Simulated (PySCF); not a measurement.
# Choosing a basis for TDDFT

CH₂Cl₂.
Cartesian coordinates in Å at the PBE0-D3(BJ)/def2-SVP level; atoms count from 1:
```
atom  x, y, z in Å
Cl1   -1.474    0.789    0.022
C2     0.018   -0.160   -0.002
Cl3    1.474    0.827   -0.166
H4     0.084   -0.717    0.939
H5    -0.028   -0.848   -0.855
```

TDDFT with PBE0 (PySCF), vertical singlets, core orbitals frozen in the response, spherical d and f functions. Geometry: PBE0-D3(BJ)/def2-SVP; no solvent, vibrations or thermal averaging.

Problem. How do the low singlets change with the basis? Take 6-31G*, def2-SVP, 6-31+G*, def2-SVPD, aug-cc-pVDZ, def2-TZVP, def2-TZVPD and aug-cc-pVTZ.

Solution. 

| basis | functions | diffuse | S1 (eV) | S2 (eV) | S3 (eV) | S4 (eV) | S5 (eV) | LUMO (eV) | α (au) |
| --- | --- | --- | --- | --- | --- | --- | --- | --- | --- |
| 6-31G* | 54 | no | 6.99 | 7.34 | 7.60 | 7.77 | 8.27 | 0.02 | 29.0 |
| def2-SVP | 60 | no | 7.30 | 7.71 | 7.93 | 8.08 | 8.38 | 0.58 | 27.9 |
| 6-31+G* | 66 | yes | 6.78 | 7.12 | 7.40 | 7.55 | 7.89 | -0.41 | 34.1 |
| def2-SVPD | 90 | yes | 6.84 | 7.21 | 7.48 | 7.64 | 7.93 | -0.34 | 42.5 |
| aug-cc-pVDZ | 95 | yes | 6.74 | 7.10 | 7.40 | 7.54 | 7.61 | -0.47 | 41.8 |
| def2-TZVP | 117 | no | 6.89 | 7.26 | 7.54 | 7.68 | 8.08 | -0.05 | 35.9 |
| def2-TZVPD | 147 | yes | 6.65 | 7.00 | 7.29 | 7.43 | 7.77 | -0.46 | 43.4 |
| aug-cc-pVTZ | 192 | yes | 6.70 | 7.05 | 7.35 | 7.48 | 7.58 | -0.49 | 43.1 |

States are compared by their number. Against the largest diffuse basis here (aug-cc-pVTZ, itself not a converged limit), sets without diffuse functions differ by up to 0.60 eV in S1 and 0.80 eV in S5; the smaller diffuse sets differ by up to 0.14 and 0.36 eV. State by state, the largest deviation of a set without diffuse functions is S1 0.60, S2 0.66, S3 0.57, S4 0.60, S5 0.80 eV. The same number needn't mean the same state in each row. Against aug-cc-pVTZ the polarisability deviates by -33% in 6-31G*, -35% in def2-SVP, -21% in 6-31+G*, -1% in def2-SVPD, -3% in aug-cc-pVDZ, -17% in def2-TZVP, +1% in def2-TZVPD. A single + in a Pople set puts diffuse functions on heavy atoms only.
